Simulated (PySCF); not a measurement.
# Level sweep

Species: C₃H₆.
SMILES: `C=CC`

PySCF, dipoles from the SCF density, polarisabilities from static response with core orbitals frozen. Geometry: PBE0-D3(BJ)/def2-SVP; no solvent, vibrations or thermal averaging.

Reference dipole: 0.363 D (measured, gas; NIST CCCBDB Release 22 (SRD 101), experimental dipoles). Reference dipole: 0.366 D (measured, unstated (gas or solution; conformer average); Muller, Mokrushina, Arlt, J. Chem. Eng. Data 57 (2012) 1231, supporting information). Reference polarisability: 5.990 Å³ (measured, gas; NIST CCCBDB Release 22 (SRD 101), experimental polarizabilities). Errors are taken against the first value of each kind. The anisotropy is √(½[(α1 − α2)² + (α2 − α3)² + (α3 − α1)²]).

```
              level  μ (D)  error (%)  α (Å³)  error (%)  anisotropy (Å³)
      LDA/def2-SVPD  0.471      +29.8    6.12       +2.2             2.76
      PBE/def2-SVPD  0.434      +19.4    6.03       +0.7             2.75
    B3LYP/def2-SVPD  0.412      +13.6    5.94       -0.8             2.71
     PBE0/def2-SVPD  0.419      +15.3    5.88       -1.8             2.68
BHandHLYP/def2-SVPD  0.401      +10.6    5.81       -3.0             2.68
CAM-B3LYP/def2-SVPD  0.410      +12.9    5.88       -1.8             2.66
  wB97X-D/def2-SVPD  0.416      +14.6    5.89       -1.7             2.62
  LC-wPBE/def2-SVPD  0.402      +10.7    5.73       -4.4             2.59
       HF/def2-SVPD  0.397       +9.4    5.75       -4.1             2.71
        PBE0/6-31G*  0.369       +1.7    4.68      -21.9             3.33
       PBE0/6-31+G*  0.435      +19.9    5.46       -8.9             2.83
      PBE0/def2-SVP  0.420      +15.8    4.94      -17.5             3.22
   PBE0/aug-cc-pVDZ  0.438      +20.7    6.06       +1.2             2.67
     PBE0/def2-TZVP  0.423      +16.4    5.65       -5.7             2.99
    PBE0/def2-TZVPD  0.432      +19.1    6.04       +0.8             2.67
   PBE0/aug-cc-pVTZ  0.437      +20.4    6.09       +1.6             2.67
```

For the dipole, the smallest error is 1.7% (PBE0/6-31G*) and the largest 29.8% (LDA/def2-SVPD). For the polarisability, the smallest error is 0.7% (PBE/def2-SVPD) and the largest 21.9% (PBE0/6-31G*). The dipole runs from 0.37 D (PBE0/6-31G*) to 0.47 D (LDA/def2-SVPD). In one basis (def2-SVPD) the functionals order the polarisability from LC-wPBE (lowest) to LDA (highest), a spread of 7%. With PBE0 the polarisability is 5.09 Å³ without diffuse functions (mean of 6-31G*, def2-SVP and def2-TZVP) and 5.91 Å³ with them (mean of 6-31+G*, def2-SVPD, aug-cc-pVDZ, def2-TZVPD and aug-cc-pVTZ). Measured values can belong to vibrating molecules and may average over conformers; the computed ones are for one fixed geometry.
